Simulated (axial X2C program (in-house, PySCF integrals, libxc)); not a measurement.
# Outer orbitals of SiS at 1.939 Å, PBE0

All values were computed with an in-house relativistic program for diatomic molecules. Spin-free means the one-electron spin-free X2C Hamiltonian; two-component (2c) means X2C with spin–orbit coupling and atomic mean-field two-electron Coulomb and Gaunt terms, so the difference of the two also holds small scalar two-electron terms. Basis: S dyall-av3z [9s8p3d2f], Si dyall-v3z [8s7p2d1f] (cores contracted in-house); Gaussian nuclei, density fitting, unrestricted open shells. Masses: S 31.972 u, Si 27.977 u.

The distance is close to the 2c PBE0 minimum; the highest filled and lowest empty levels are listed.

Spin-free orbitals, state M_S = 0, Λ = 0 (closed shell) (Löwdin shares):

| symmetry | occupied | ε (eV) | atomic character |
| --- | --- | --- | --- |
| σα | yes | -19.99 | 65% S s, 13% Si s, 12% Si p |
| σα | yes | -12.36 | 41% S p, 38% Si s, 12% S s |
| π-α | yes | -8.24 | 71% S p, 21% Si p, 5% Si d |
| π+α | yes | -8.24 | 71% S p, 21% Si p, 5% Si d |
| σα | yes | -8.07 | 39% Si p, 35% S p, 17% Si s |
| π+α | no | -2.38 | 57% Si p, 17% S p, 14% S d |
| π-α | no | -2.38 | 57% Si p, 17% S p, 14% S d |
| σα | no | 0.58 | 59% S s, 18% Si d, 15% Si p |
| σα | no | 0.76 | 38% S p, 23% Si p, 17% S s |

One partner of each degenerate Kramers or spin pair is listed.

Spinors with spin–orbit coupling (state Ω = 0):

| ω | occupied | ε (eV) | atomic character | λ mixture |
| --- | --- | --- | --- | --- |
| 1/2 | yes | -19.99 | 65% S s, 13% Si s, 12% Si p | 100% σ |
| 1/2 | yes | -12.36 | 41% S p, 38% Si s, 12% S s | 100% σ |
| 1/2 | yes | -8.27 | 71% S p, 21% Si p, 5% Si d | 99% π, 1% σ |
| 3/2 | yes | -8.22 | 71% S p, 21% Si p, 5% Si d | 100% π |
| 1/2 | yes | -8.06 | 39% Si p, 35% S p, 17% Si s | 99% σ, 1% π |
| 1/2 | no | -2.39 | 57% Si p, 17% S p, 14% S d | 100% π |
| 3/2 | no | -2.37 | 57% Si p, 17% S p, 14% S d | 100% π |
| 1/2 | no | 0.58 | 56% S s, 18% Si d, 17% Si p | 100% σ |
| 1/2 | no | 0.78 | 38% S p, 21% Si p, 19% S s | 100% σ |

One partner of each degenerate Kramers or spin pair is listed.

Mulliken charges and populations of the two-component result (they depend on the basis, above all on diffuse functions):

S -0.13 e (s 5.85 p 10.21 d 0.06), Si 0.13 e (s 5.85 p 7.83 d 0.17 f 0.02).

The state is one determinant whose occupation by symmetry is held fixed; it was picked as the lowest of a PBE0 search that is not exhaustive.
